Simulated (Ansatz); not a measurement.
Consider the isomerisation: `C=CCO` → `C1COC1`.

Computed with Ansatz on PBE0-D4/def2-TZVP structures; ΔE is electronic, products minus reactants. CCSD(T)/CBS is the MP2 limit (def2-TZVPP, def2-QZVPP) plus CCSD(T) − MP2 in def2-TZVPP, frozen cores. DFT in def2-TZVPP. B3LYP here is the variant with VWN-RPA as its local correlation; programs differ in this. One conformer a species, not always the lowest.

Problem. Is it downhill or uphill in electronic energy at CCSD(T)/CBS, and by how much? (Estimate.)

Solution. Ansatz gave: Uphill: ΔE = +45.6 kJ/mol.

Problem. What do these levels give: LDA (SPW92), B97M-V, PBE0-D4, B3LYP-D4, r2SCAN0-D4, ωB97X-V, revPBE, BHLYP, CCSD/def2-SVP, CCSD(T)/def2-TZVPP, MP2/def2-QZVPP, HF/CBS(def2)? (Best estimate.)

Solution. Ansatz gave: LDA (SPW92) 23.2, B97M-V 38.0, PBE0-D4 28.9, B3LYP-D4 48.0, r2SCAN0-D4 34.6, ωB97X-V 25.0, revPBE 37.5, BHLYP 44.2, CCSD/def2-SVP 34.6, CCSD(T)/def2-TZVPP 41.5, MP2/def2-QZVPP 42.0, HF/CBS(def2) 49.3 kJ/mol.

Problem. What do rigid-rotor, harmonic-oscillator terms from PBE0-D4/def2-TZVP frequencies (298.15 K, 1 bar) make of the CCSD(T)/CBS value? (Estimate.)

Solution. Computed: ΔZPE = +4.7 kJ/mol, ΔH = +48.2 kJ/mol, ΔS = -14 J/(mol·K), ΔG = +52.5 kJ/mol.

Largest T1 diagnostic among the species: 0.011.

From r2SCAN to r2SCAN0 (25 % exact exchange), in def2-TZVPP and without D4, ΔE moves by −4.7 kJ/mol. At CCSD(T), def2-SVP lies −9.4 kJ/mol from the extrapolated value and def2-TZVPP −4.1 kJ/mol.
